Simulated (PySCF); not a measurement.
## NMR parameters of BH2(vinyl)

BH2(vinyl), C2H5B, point group Cs.

Geometry:
```tsv
atom	x (Å)	y (Å)	z (Å)
B1	0.673	1.026	-0.404
H2	1.371	1.411	-1.313
H3	0.448	1.771	0.525
C4	0.061	-0.389	-0.391
C5	-0.710	-0.798	0.635
H6	0.235	-1.095	-1.212
H7	-0.916	-0.131	1.480
H8	-1.162	-1.796	0.681
```

GIAO calculations in PySCF on the PBE0-D3(BJ)/def2-SVP structure: isolated species, non-relativistic, equivalent atoms averaged; basis pcSseg-1.

Task: Give the isotropic shieldings (ppm) with PBE0, wB97X-D.

Result: 
```json
{"atoms": "C5", "environment": "carbon bonded to C, 2 H", "PBE0": "17.5", "wB97X-D": "17.5"}
{"atoms": "C4", "environment": "carbon bonded to C, B, H", "PBE0": "32.3", "wB97X-D": "34.1"}
{"atoms": "B1", "environment": "boron bonded to C, 2 H", "PBE0": "26.2", "wB97X-D": "30.5"}
{"atoms": "H6", "environment": "hydrogen on a carbon bonded to C, B", "PBE0": "23.80", "wB97X-D": "24.09"}
{"atoms": "H7/H8", "environment": "hydrogen on a carbon bonded to C", "PBE0": "24.26", "wB97X-D": "24.41"}
{"atoms": "H2/H3", "environment": "hydrogen on a boron bonded to C", "PBE0": "24.38", "wB97X-D": "24.65"}
{"atoms": "HOMO–LUMO gap (eV)", "environment": "–", "PBE0": "6.38", "wB97X-D": "10.09"}
```

Task: And the chemical shifts, against references computed in the same way?

Result: 
| atoms | nucleus, reference | PBE0 | wB97X-D |
| --- | --- | --- | --- |
| C5 | 13C, TMS | 166.9 | 167.1 |
| C4 | 13C, TMS | 152.1 | 150.4 |
| B1 | 11B, BF3·OEt2 | 74.5 | 71.2 |
| H6 | 1H, TMS | 7.47 | 7.29 |
| H7/H8 | 1H, TMS | 7.00 | 6.97 |
| H2/H3 | 1H, TMS | 6.88 | 6.73 |

Task: Which part of the shielding of C5 depends on the functional?

Result: Diamagnetic: PBE0 255, wB97X-D 255 ppm; paramagnetic: PBE0 -238, wB97X-D -238 ppm.

Task: What couplings does B3LYP/pcJ-1 give?

Result: 1J(C5,H7) = 166.4, 1J(C4,H6) = 151.3, 1J(B1,H2) = 135.9, 1J(B1,C4) = 65.1, 1J(C4,C5) = 64.1, 2J(H7,H8) = 5.4, 2J(H2,H3) = 5.3, 2J(H2,C4) = 5.1, 2J(B1,H6) = 4.3, 2J(B1,C5) = 3.7, 2J(C5,H6) = -2.0, 3J(H6,H7) = 16.6, 3J(B1,H7) = 9.7, 3J(H2,C5) = 8.7 Hz (averaged over equivalent pairs; isotopes 13C, 1H, 11B).
